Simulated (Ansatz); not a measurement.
# CHAl (singlet): the correlation ladder at a displaced geometry (v1), cc-pVDZ

An exercise on one series of results from a longer session: the logs are not shown, and one member is left open.

Method: cc-pVDZ, core rule «outside noble gas», up to 6 orbitals frozen; program: Ansatz 0.2.0, Gaussian basis.

To be run: UHF; CCSD(T) on RHF; CCSD(T) on UHF; BCCD(T) on RHF; CISD; CCSDT(Q) on RHF; CCSDT(Q) on UHF.

26 further runs of the same task are left out: 9 for a known fault of the program, 7 that didn't finish, 10 set aside as unsound or not needed.

### The geometry

The geometry is a PBE0/def2-TZVP stationary point (not a proven minimum) with its atoms shifted at random (size 0.040 Å).

3 atoms, charge 0, spin multiplicity 1.

Atoms are counted from 1 here; the program's logs count them from 0.

Bond lengths: Al1–C2 1.935 Å, Al1–H3 1.539 Å. Angles: C2–Al1–H3 177.9°.

The first run:

Input file in.yaml:

```yaml
crystal:
  periodic: [false, false, false]
  atoms:
    - {symbol: Al, position_ang: [-0.015433, -0.009008, 0.132446]}
    - {symbol: C, position_ang: [-0.016266, -0.025151, -1.802236]}
    - {symbol: H, position_ang: [0.031698, 0.034159, 1.669790]}
basis:
  gaussian: {orbitals: cc-pVDZ}
magnetization: {spin_polarized: true, initial_magnetization: 0}
hamiltonian: {xc: hf}
output: {orbitals: {seedname: orbitals}}
```

On the command line:

```console
> ansatz run in.yaml --threads 1 --pin off --events-out ev --progress --plain --max-ram 2393MiB
```

Steps of the session up to this table: UHF; CCSD(T) on RHF; CCSD(T) on UHF; BCCD(T) on RHF; CISD; CCSDT(Q) on RHF; CCSDT(Q) on UHF.

One of the session's tables, all rows but one given; the rest of the session is left out.

```
   method  from RCCSDT(Q) (meV)
      RHF               +5849.0
      UHF               +4719.9
     RMP2               +1408.1
     UMP2                +746.9
     CISD                +895.2
    RCCSD                +453.7
    UCCSD                -150.9
 RCCSD(T)                +176.8
 UCCSD(T)                -425.5
  BCCD(T)                +183.8
   RCCSDT                 +87.3
   UCCSDT                     ?
RCCSDT(Q)                     0
UCCSDT(Q)                -788.9
```

**Question.** Estimate the row for UCCSDT.

The run gave: from RCCSDT(Q) (meV): -678.9. In the column «from RCCSDT(Q) (meV)» it lies between UCCSDT(Q) (-788.9) and UCCSD(T) (-425.5).

The program flags UCCSD(T), UCCSDT(Q) as in doubt (see the logs), so those rows may rest on another solution; read them beside their warnings.

To keep in mind: The determinant is far from a pure spin state, so its energy mixes those of several spin states (harmless only where they are near-degenerate, as at dissociation). The program flags UCCSD(T), UCCSDT(Q) as in doubt, so those rows may rest on another solution; read them beside their warnings. Warnings: restricted reference is unstable; spin contamination; large T1 diagnostic. Restricted and unrestricted rows rest on different reference determinants; where their highest levels disagree by more than a few hundredths of an eV, they describe different states and don't form one ladder.
